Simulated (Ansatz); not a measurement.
Input for Ansatz (development build ahead of 0.2.0):

```yaml
crystal:
  periodic: [false, false, false]
  atoms:
    - { symbol: O, position_ang: [-0.04891, -0.35149, -1.90789] }
    - { symbol: H, position_ang: [-0.02958, -0.46412, -0.94407] }
    - { symbol: Cl, position_ang: [0.02446, 0.19383, 1.07293] }
    - { symbol: H, position_ang: [0.03169, 0.58439, -1.95511] }
basis:
  gaussian: { orbitals: "6-31G" }
total_charge: -1
hamiltonian:
  xc: hf
correlation:
  method: mp2
  frozen_orbitals: { Cl: 5, H: 0, O: 1 }
```

The input is written out in the form of the current development build from the run's settings.

Output:

```
Converged                       : yes
Reference energy                : -535.53125 hartree
Correlation energy              : -0.16986 hartree
Total energy                    : -535.70111 hartree
Spin squared of the determinant : 0.000
```

Caution: no diffuse functions for an anion.
